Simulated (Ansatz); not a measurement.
For rock-salt TiC, LDA (PAW; Ansatz, an electronic-structure program) gives:

```
Property              Value
------------------  -------
lattice constant a  4.261 Å
bulk modulus B0     282 GPa
```

Q: What does B3LYP (VWN-RPA form) in Ansatz (plane waves, PAW) give for the same quantities?

A: 
- lattice constant a: 4.343 Å (grows by 1.9 %)
- bulk modulus: 258 GPa (decreases by 8.5 %)

For comparison: lattice constant a 4.33 Å (measured, temperature not stated, no zero-point or thermal correction; as tabulated in Zhang et al. (2018), doi:10.1088/1367-2630/aac7f0); bulk modulus 240 GPa (measured, temperature not stated, not corrected to a static lattice, our sources range from 235 to 268; as tabulated in Krasnenko and Brik (2013), arXiv:1306.3139).

Changes are worked out from the printed values.

Unless a cell is named, each level is at its own relaxed cell (LDA 9.67, B3LYP (VWN-RPA form) 10.24 Å³/atom).

Ansatz's density-functional and Hartree–Fock values are scalar-relativistic unless marked +SOC, with PAW data made under PBE.
